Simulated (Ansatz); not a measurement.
A run of Ansatz (development build ahead of 0.2.0) on singlet C₃ at this shape:

```xyz
3

C    -0.2869   -0.0855   -1.3084
C     0.0108   -0.1892   -0.2326
C     0.0925   -0.0207    1.5746
```

Its results:

- Converged: yes
- Total energy: -113.03577 hartree

Forces (eV/Å):
```csv
atom,Fx,Fy,Fz
C1,-4.818,1.623,-17.811
C2,5.233,-0.573,28.495
C3,-0.416,-1.050,-10.684
```

Question: Which input gives this output? Name the method, the orbitals and the basis set, and write the input.

Answer: RHF in def2-SVP. An unrestricted run that stays on the closed shell gives the same numbers.

```yaml
crystal:
  periodic: [false, false, false]
  atoms:
    - { symbol: C, position_ang: [-0.28695, -0.08554, -1.30844] }
    - { symbol: C, position_ang: [0.01084, -0.18916, -0.2326] }
    - { symbol: C, position_ang: [0.09251, -0.02073, 1.57462] }
basis:
  gaussian: { orbitals: def2-SVP }
hamiltonian:
  xc: hf
output:
  forces: true
```

Caution: stretched shape with no unrestricted run beside it, a lower state can exist.
